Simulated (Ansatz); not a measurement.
Relaxation of ClFH$_{4}$Si (7 atoms, charge 0, multiplicity 1), to a largest force component of 0.03 eV/Å in at most 50 steps.

Method: RKS PBE/def2-SVP in Ansatz 0.2.0.

```xyz
7
Properties=species:S:1:pos:R:3
Si 0.232 0.000 -0.004
Cl 0.416 0.000 2.111
H 1.652 0.000 -0.498
H -0.448 1.252 -0.453
H -0.448 -1.252 -0.453
F -2.425 0.000 0.869
H -2.123 0.000 1.751
```

Q: Where does it end, and by what steps?

A: The forces met the threshold. After 6 steps the energy has fallen by 0.065 eV; F6 moved furthest, 0.23 Å.

| step | energy less start (eV) | largest force component (eV/Å) | accepted |
| --- | --- | --- | --- |
| 0 | 0.0000 | 0.374 | yes |
| 1 | 0.0292 | 1.943 | no |
| 2 | -0.0396 | 0.518 | yes |
| 3 | -0.0509 | 0.746 | yes |
| 4 | -0.0638 | 0.085 | yes |
| 5 | -0.0651 | 0.031 | yes |
| 6 | -0.0652 | 0.019 | yes |

```xyz
7
Properties=species:S:1:pos:R:3
Si 0.258 0.000 -0.039
Cl 0.244 0.000 2.074
H 1.703 0.000 -0.440
H -0.416 1.245 -0.519
H -0.416 -1.245 -0.519
F -2.578 0.000 1.036
H -1.938 0.000 1.729
```

The run took 13 s on 1 thread of Arm Neoverse V1, with other jobs on the host, peak memory 0.13 GiB.
